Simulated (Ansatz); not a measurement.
Molecular dynamics of CH6BN

Input:

```yaml
crystal:
  periodic: [false, false, false]
  atoms:
    - { symbol: B, position_ang: [-0.046567, 0.212898, 0.085815] }
    - { symbol: "N", position_ang: [0.011531, -0.159436, 1.415022] }
    - { symbol: H, position_ang: [-0.72256, -0.55108, 1.929379] }
    - { symbol: H, position_ang: [0.841237, -0.121738, 1.98944] }
    - { symbol: H, position_ang: [1.057107, 0.505757, -0.391315] }
    - { symbol: C, position_ang: [-1.373077, 0.00343, -0.72404] }
    - { symbol: H, position_ang: [-2.109482, -0.579174, -0.128571] }
    - { symbol: H, position_ang: [-1.867696, 1.006324, -1.012051] }
    - { symbol: H, position_ang: [-1.166326, -0.502953, -1.697525] }
basis:
  gaussian: { orbitals: "6-31G" }
hamiltonian:
  xc: pbe
md:
  timestep: 3.0
  n_steps: 40
  ensemble: nvt_nose_hoover
  temperature: 300.0
  initial_velocities: maxwell_boltzmann
  seed: 737471
  nose_hoover: { tau: 20.0, chain_length: 3 }
```

Launched with:

```bash
$ ansatz run input.yaml --threads 1 --pin off --max-ram 2048MiB --backend cpu --events-out ev --progress --plain --runs-dir out
```

It goes on from the last frame of an earlier run, with new velocities.

Output, in part (one step line in 2, the closing report, with atoms numbered from 0):

```
md step     0: t =     0.00 fs  T =   300.0 K  F+E_penalty+E_count = -3296.78465357 eV  E_kin = 0.271446 eV  conserved = -3296.51320757 eV  (21 SCF iters)
md step     2: t =     6.00 fs  T =   121.2 K  F+E_penalty+E_count = -3296.15929650 eV  E_kin = 0.109621 eV  conserved = -3296.05215909 eV  (25 SCF iters)
md step     4: t =    12.00 fs  T =   390.5 K  F+E_penalty+E_count = -3295.69354984 eV  E_kin = 0.353369 eV  conserved = -3295.36381111 eV  (27 SCF iters)
md step     6: t =    18.00 fs  T =  1606.5 K  F+E_penalty+E_count = -3294.01246861 eV  E_kin = 1.453612 eV  conserved = -3292.50480127 eV  (27 SCF iters)
md step     8: t =    24.00 fs  T =  1023.6 K  F+E_penalty+E_count = -3292.06620403 eV  E_kin = 0.926184 eV  conserved = -3289.64107508 eV  (31 SCF iters)
md step    10: t =    30.00 fs  T =  8770.8 K  F+E_penalty+E_count = -3288.33932077 eV  E_kin = 7.936001 eV  conserved = -3274.78839503 eV  (36 SCF iters)
md step    12: t =    36.00 fs  T =  3613.4 K  F+E_penalty+E_count = -3289.87165285 eV  E_kin = 3.269516 eV  conserved = -3274.25908067 eV  (30 SCF iters)
md step    14: t =    42.00 fs  T = 43205.6 K  F+E_penalty+E_count = -3283.80592295 eV  E_kin = 39.093279 eV  conserved = -2419.41358024 eV  (300 SCF iters)
md step    16: t =    48.00 fs  T =   808.8 K  F+E_penalty+E_count = -3284.74400751 eV  E_kin = 0.731835 eV  conserved = -2419.28324145 eV  (70 SCF iters)
md step    18: t =    54.00 fs  T =   762.3 K  F+E_penalty+E_count = -3283.48034892 eV  E_kin = 0.689724 eV  conserved = -2416.41874290 eV  (83 SCF iters)
md step    20: t =    60.00 fs  T =  1167.5 K  F+E_penalty+E_count = -3285.61405759 eV  E_kin = 1.056351 eV  conserved = -2416.87101808 eV  (89 SCF iters)
md step    22: t =    66.00 fs  T = 15481.2 K  F+E_penalty+E_count = -3279.66520292 eV  E_kin = 14.007742 eV  conserved = -2330.36245494 eV  (111 SCF iters)
md step    24: t =    72.00 fs  T =   501.0 K  F+E_penalty+E_count = -3280.59210642 eV  E_kin = 0.453289 eV  conserved = -2330.58400890 eV  (64 SCF iters)
md step    26: t =    78.00 fs  T =   137.2 K  F+E_penalty+E_count = -3280.80866400 eV  E_kin = 0.124109 eV  conserved = -2330.58460307 eV  (51 SCF iters)
md step    28: t =    84.00 fs  T =   136.5 K  F+E_penalty+E_count = -3281.02934942 eV  E_kin = 0.123516 eV  conserved = -2330.59393214 eV  (50 SCF iters)
md step    30: t =    90.00 fs  T =    93.8 K  F+E_penalty+E_count = -3281.13611034 eV  E_kin = 0.084853 eV  conserved = -2330.59535975 eV  (38 SCF iters)
md step    32: t =    96.00 fs  T =   103.3 K  F+E_penalty+E_count = -3281.24134510 eV  E_kin = 0.093485 eV  conserved = -2330.59573360 eV  (38 SCF iters)
md step    34: t =   102.00 fs  T =   142.4 K  F+E_penalty+E_count = -3281.38178342 eV  E_kin = 0.128859 eV  conserved = -2330.59619638 eV  (35 SCF iters)
md step    36: t =   108.00 fs  T =   200.3 K  F+E_penalty+E_count = -3281.55631828 eV  E_kin = 0.181237 eV  conserved = -2330.59498836 eV  (36 SCF iters)
md step    38: t =   114.00 fs  T =   325.4 K  F+E_penalty+E_count = -3281.83475391 eV  E_kin = 0.294449 eV  conserved = -2330.59152617 eV  (36 SCF iters)
md step    40: t =   120.00 fs  T =   575.4 K  F+E_penalty+E_count = -3282.34616991 eV  E_kin = 0.520606 eV  conserved = -2330.58224368 eV  (110 SCF iters)
Total energy: -3282.34622165 eV, -120.6239987915 hartree
Atom 0 at     0.261475     0.438622     0.103059 Å, force    -0.043678     0.268250     0.393794 eV/Å
Atom 1 at    -0.770668    -0.185621     0.655104 Å, force     0.567070    -0.062570    -0.388231 eV/Å
Atom 2 at     0.087527    -3.743885     5.047867 Å, force     0.000389     0.000232    -0.001328 eV/Å
Atom 3 at     9.931656     1.874304     7.236581 Å, force    -0.000138     0.000032    -0.000342 eV/Å
Atom 4 at     1.229035     0.978072    -0.290709 Å, force     0.027498     0.055569     0.027061 eV/Å
Atom 5 at    -1.528851    -0.229467    -0.532756 Å, force    -0.842783     0.656928    -0.150380 eV/Å
Atom 6 at    -2.452632     0.350034    -0.591130 Å, force    -0.260595    -0.291607     0.204288 eV/Å
Atom 7 at    -2.025178     2.001415    -1.316196 Å, force     0.627087    -0.858688     0.052772 eV/Å
Atom 8 at    -1.316171    -0.984533    -1.301565 Å, force    -0.074850     0.231854    -0.137634 eV/Å
Dipole moment:    -0.243425    -0.098001    -0.773088 e Å
```

All steps were run. The conserved energy changed by up to 110000 meV per atom, so the integration failed: the time step of 3 fs is too long for the fastest motions that this run met, and the later frames carry no physical meaning.

Parted: B1–C6 1.57 → 2.01 Å, N2–H3 0.98 → 5.72 Å, N2–H4 1.01 → 12.73 Å, C6–H8 1.15 → 2.42 Å. Joined: N2–C6 2.55 → 1.41 Å. It ends as CH3BN + H + H + H. Pairs count as bonded within 1.25 times the sum of covalent radii (0.12 Å more for H–H).

Last frame:

```xyz
9
Properties=species:S:1:pos:R:3
B 0.262 0.439 0.103
N -0.771 -0.186 0.655
H 0.087 -3.744 5.048
H 9.932 1.874 7.237
H 1.229 0.978 -0.291
C -1.529 -0.230 -0.533
H -2.453 0.350 -0.591
H -2.025 2.001 -1.316
H -1.316 -0.985 -1.302
```

The run took 100 s on 1 thread of Arm Neoverse N1, on a shared host, peak memory 0.083 GiB.
